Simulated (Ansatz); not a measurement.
A made-up structure of AlSiH3F, doublet:

```
atom    x (Å)    y (Å)    z (Å)
  F1  -2.1285  -1.4370   0.1863
 Si2   0.4773   1.1516   0.0765
 Al3  -0.3827  -1.0414  -0.0816
  H4   0.3141  -2.3575  -0.3859
  H5   1.8726   1.2516  -0.1676
  H6  -0.3968   2.2263   0.3887
```

It is relaxed with PBE-D4/def2-SVP and then PBE0-D4/def2-TZVP (Ansatz 0.2.0). Atoms count as bonded within 1.22 times the sum of their covalent radii (H–H: 0.88 Å). The end point is not checked to be a true minimum.

(1) Does its bonding change? (Judge from chemistry; the calculation decides.)

Answers

(1) By the calculation: No: no bond forms or breaks.

Where it ends: The first stage lowers the energy by 0.47 eV in 7 steps. It ends as AlSiH₃F ([F][AlH][SiH2]):
| atom | x (Å) | y (Å) | z (Å) |
| --- | --- | --- | --- |
| F1 | -2.0836 | -1.3097 | 0.1964 |
| Si2 | 0.4233 | 1.0491 | 0.0705 |
| Al3 | -0.4628 | -1.1451 | -0.0766 |
| H4 | 0.3779 | -2.4352 | -0.4118 |
| H5 | 1.8577 | 1.3632 | -0.1474 |
| H6 | -0.3565 | 2.2712 | 0.3853 |

Labels in which every atom is bracketed show which atoms are joined, not bond orders.

For scale, one of the runs: PBE0-D4/def2-TZVP relaxation, 123 basis functions, launched by `ansatz run in.yaml --threads 2 --pin off --events-out ev --progress --plain --max-ram 4352MiB`. The run took about 32 s on 2 CPU threads of an Intel Xeon (shared host).
